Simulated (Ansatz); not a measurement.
Species: C₂H₆O, SMILES `COC` (charge 0, multiplicity 1).

### Question
Give a relaxed geometry from PBE0-D3(BJ)/def2-SVP in Ansatz (a first-principles code).

### Answer
the end point of this relaxation (outside a Z-matrix the atoms follow the SMILES, hydrogens last).
Cartesian coordinates (Å) in one orientation:
```xyz
9

C      1.137     0.117    -0.111
O      0.190    -0.095     0.885
C     -1.113    -0.129     0.400
H      0.986     1.084    -0.633
H      1.124    -0.684    -0.878
H      2.131     0.130     0.359
H     -1.790    -0.300     1.249
H     -1.264    -0.945    -0.337
H     -1.402     0.823    -0.092
```
